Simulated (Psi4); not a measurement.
Process, species as SMILES: OCl (OH-Cl) + H+ → [OH2+]Cl
B3LYP-D3(BJ)/def2-TZVP geometries, fixed; electronic energies without zero-point terms; positive where energy is released.
Largest species:
```
O
H 1 0.9855
H 1 0.9855 2 111.16
Cl 1 1.7467 2 110.24 3 122.56
```
Charge +1, spin multiplicity 1.

Basis-set convergence of the proton affinity at B3LYP with Psi4. Cartesian d functions, on some or all atoms, in 6-31G*, 6-31+G*; all else is spherical. Density fitting with the program's default auxiliary sets. Psi4's default fitting sets serve the pcseg sets less well. The proton sits at the site shown, which need not be the one that binds it best. No added dispersion term, no relativity. Functions are those of the species that has most. Reference: the value in aug-cc-pV(Q+d)Z, 159.02 kcal/mol, itself unsure by roughly 0.31 kcal/mol (its mean distance from def2-QZVPPD, def2-QZVPP, cc-pV(Q+d)Z). Deviations are taken from unrounded values.

```
basis            functions  proton affinity (kcal/mol)
---------------  ---------  --------------------------
6-31G*                  38                      159.59
6-31+G*                 46                      155.88
def2-SVP                42                      163.94
def2-SVPD               66                      157.89
pcseg-1                 42                      156.37
aug-pcseg-1             68                      156.45
cc-pV(D+d)Z             47                      161.69
aug-cc-pV(D+d)Z         73                      157.49
6-311G**                56                      161.39
6-311+G**               64                      158.95
def2-TZVP               80                      158.86
def2-TZVPD             104                      158.18
pcseg-2                 92                      158.98
aug-pcseg-2            142                      159.06
cc-pV(T+d)Z             97                      160.21
aug-cc-pV(T+d)Z        147                      158.74
def2-TZVPP             101                      159.70
def2-TZVPPD            125                      158.92
cc-pV(Q+d)Z            179                      159.64
aug-cc-pV(Q+d)Z        261                      159.02
def2-QZVPP             187                      159.28
def2-QZVPPD            211                      159.06
pcseg-3                190                      159.09
aug-pcseg-3            272                      159.08
```

What the diffuse functions change, pair by pair:
- 6-31G* to 6-31+G*: 8 more functions, deviation 0.58 to -3.14 kcal/mol
- def2-SVP to def2-SVPD: 24 more functions, deviation 4.93 to -1.13 kcal/mol
- pcseg-1 to aug-pcseg-1: 26 more functions, deviation -2.64 to -2.56 kcal/mol
- cc-pV(D+d)Z to aug-cc-pV(D+d)Z: 26 more functions, deviation 2.67 to -1.52 kcal/mol
- 6-311G** to 6-311+G**: 8 more functions, deviation 2.37 to -0.07 kcal/mol
- def2-TZVP to def2-TZVPD: 24 more functions, deviation -0.15 to -0.84 kcal/mol
- pcseg-2 to aug-pcseg-2: 50 more functions, deviation -0.04 to 0.04 kcal/mol
- cc-pV(T+d)Z to aug-cc-pV(T+d)Z: 50 more functions, deviation 1.20 to -0.28 kcal/mol
- def2-TZVPP to def2-TZVPPD: 24 more functions, deviation 0.69 to -0.09 kcal/mol
- cc-pV(Q+d)Z to aug-cc-pV(Q+d)Z: 82 more functions, deviation 0.62 to 0.00 kcal/mol
- def2-QZVPP to def2-QZVPPD: 24 more functions, deviation 0.27 to 0.04 kcal/mol
- pcseg-3 to aug-pcseg-3: 82 more functions, deviation 0.07 to 0.07 kcal/mol

Leaving out the reference's own pair, they bring the value nearer the reference by more than 0.31 kcal/mol in 5 of 11 pairs.
